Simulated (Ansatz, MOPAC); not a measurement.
Reaction (SMILES): OO (H2O2) [hydrogen peroxide] → O[O] (HO2) + H atom (the H-O bond breaks)

Wanted: bond dissociation energy (enthalpy at 298 K), in kcal/mol. Set-up: 6-31G* and kin with 6d, 5d where marked; open shells spin-unrestricted; no spin-orbit coupling; non-relativistic; dispersion terms only where a functional's name holds one. Ab initio and DFT rows: single points at B3LYP-D3(BJ) geometries (Ansatz, an electronic-structure program), with unscaled harmonic terms from B3LYP/6-31G* at its own minima. Semi-empirical rows: MOPAC heats of formation at their own minima for 298 K.

```tsv
species	coefficient	E at PBE/6-31G* (Ansatz), Eh	E at wB97X-V/def2-TZVPD (Ansatz), Eh	H(298 K) - E, kcal/mol	heat of formation at PM6 (MOPAC), kcal/mol
OO (H2O2)	-1	-151.37885	-151.56390	19.11	-24.01
[O]O (HO2)	+1	-150.75162	-150.92284	11.19	5.11
H atom	+1	-0.49743	-0.50049	1.48	52.10
```

Measured values: Active Thermochemical Tables 1.112 (ions: stationary electron), as tabulated in the package chemicals; they hold spin-orbit and core effects, anharmonicity.  Value to compare with, the measured value: 87.4 kcal/mol. 1 Eh = 627.5095 kcal/mol.

**Question.** Compute it at each level from the table, and compare with the measured value.

**Answer.** 
- PBE/6-31G*: the sum of coefficient times E is 0.12980 Eh, or 81.45 kcal/mol; the thermal terms add -6.44. Result: 75.0 kcal/mol. Its error against the measured value is -12.4 kcal/mol.
- wB97X-V/def2-TZVPD: the sum of coefficient times E is 0.14057 Eh, or 88.21 kcal/mol; the thermal terms add -6.44. Result: 81.8 kcal/mol. Its error against the measured value is -5.6 kcal/mol.
- PM6: the sum of coefficient times heat of formation is 81.22 kcal/mol; it needs no thermal term. Its error against the measured value is -6.2 kcal/mol.
